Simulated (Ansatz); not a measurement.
**Which method gave which barrier?**

Saddle point of CH$_{5}$BO, closed shell (CH₅BO ([CH3][BH][OH]) → BHO ([BH][O]) + CH₄; bonds formed: C2–H4; bonds broken: B1–C2, O3–H4), PBE0-D4/def2-TZVP structure:

B1  (-0.792, -0.262, -0.643)
C2  (0.517, 0.341, 0.455)
O3  (-0.677, -1.528, -0.818)
H4  (0.223, -0.874, -0.014)
H5  (-1.496, 0.647, -0.978)
H6  (1.329, -0.215, 0.945)
H7  (0.979, 1.092, -0.186)
H8  (-0.084, 0.798, 1.240)
(Å)

Ansatz 0.2.0; basis: def2-TZVPP, with def2-QZVPP for the basis limit; cores frozen in the correlated methods. B3LYP uses VWN-RPA correlation. Extrapolation: Hartree–Fock as exp(−7.88 √X), correlation as X^−2.97. Four methods, as single points on the PBE0-D4 structures, gave these electronic barriers from the start structure: 220.7, 260.4, 266.3, 332.1 kJ/mol.

Q: The methods were, in alphabetical order, B3LYP-D4, CCSD(T), HF, SPW92. Which gave which? (A judgement: the text doesn't fix the answer.)

A: By the calculation: SPW92 220.7; B3LYP-D4 260.4; CCSD(T) 266.3; HF 332.1 kJ/mol. For comparison, CCSD(T) at an estimated basis limit (MP2 extrapolated from triple and quadruple zeta, plus CCSD(T) − MP2 in triple zeta) gives 265.5 kJ/mol.

The T1 diagnostic stays at or below 0.016.

Labels in which every atom is bracketed show which atoms are joined, not bond orders.

For scale, one of the runs: CCSD(T)/def2-TZVPP, 163 basis functions, launched by `ansatz run in.yaml --threads 2 --pin off --events-out ev --progress --plain --max-ram 4352MiB`. Hardware: 2 CPU threads of an Arm Neoverse V2, shared host. Wall time 18 s; peak host memory 1.3 GiB.
